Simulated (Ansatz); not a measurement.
1T (CdI2-type) SnSe2, treated with r²SCAN+rVV10 in Ansatz (PAW).

Rigid layers of the crystal as relaxed at this level are moved apart or together:

```json
[
 {"run": "1", "k mesh": "12×12×6", "layer repeat (Å)": "5.84", "energy against free layers (meV/Å²)": "-13.86", "gap on the mesh (eV)": "0.477"},
 {"run": "2", "k mesh": "12×12×6", "layer repeat (Å)": "5.99", "energy against free layers (meV/Å²)": "-15.92", "gap on the mesh (eV)": "0.660"},
 {"run": "3", "k mesh": "12×12×6", "layer repeat (Å)": "6.14", "energy against free layers (meV/Å²)": "-16.84", "gap on the mesh (eV)": "0.834"},
 {"run": "4", "k mesh": "12×12×6", "layer repeat (Å)": "6.34", "energy against free layers (meV/Å²)": "-16.83", "gap on the mesh (eV)": "0.969"},
 {"run": "5", "k mesh": "12×12×6", "layer repeat (Å)": "6.64", "energy against free layers (meV/Å²)": "-15.29", "gap on the mesh (eV)": "0.990"},
 {"run": "6", "k mesh": "12×12×6", "layer repeat (Å)": "7.14", "energy against free layers (meV/Å²)": "-11.46", "gap on the mesh (eV)": "1.021"},
 {"run": "7", "k mesh": "12×12×4", "layer repeat (Å)": "8.14", "energy against free layers (meV/Å²)": "-5.59", "gap on the mesh (eV)": "1.085"},
 {"run": "8", "k mesh": "12×12×4", "layer repeat (Å)": "10.14", "energy against free layers (meV/Å²)": "-1.70", "gap on the mesh (eV)": "1.114"}
]
```

The lowest energy of these points lies at a layer repeat of 6.14 Å.

Spin–orbit coupling is not included.

Ansatz is an electronic-structure program.
